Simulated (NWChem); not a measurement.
Correlation energy of Cl

```xyz
1

Cl     0.0000     0.0000     0.0000
```
Charge 0, spin multiplicity 2.

All runs are NWChem calculations.

Basis set: cc-pVQZ. Each correlation energy counts from its own Hartree-Fock reference.

The correlated methods keep 5 core orbitals frozen. No SCF solution was tested for a lower state. Open-shell Hartree-Fock references start from PBE0 orbitals. Coupled-cluster values serve here as a point of comparison, not as the truth.

Q: For the correlation energy, CCSD[T] on ROHF gives -210.2 mHa and URI-MP2 gives -174.9 mHa. What do CCSD on ROHF give?

A: CCSD on ROHF: -202.7 mHa.
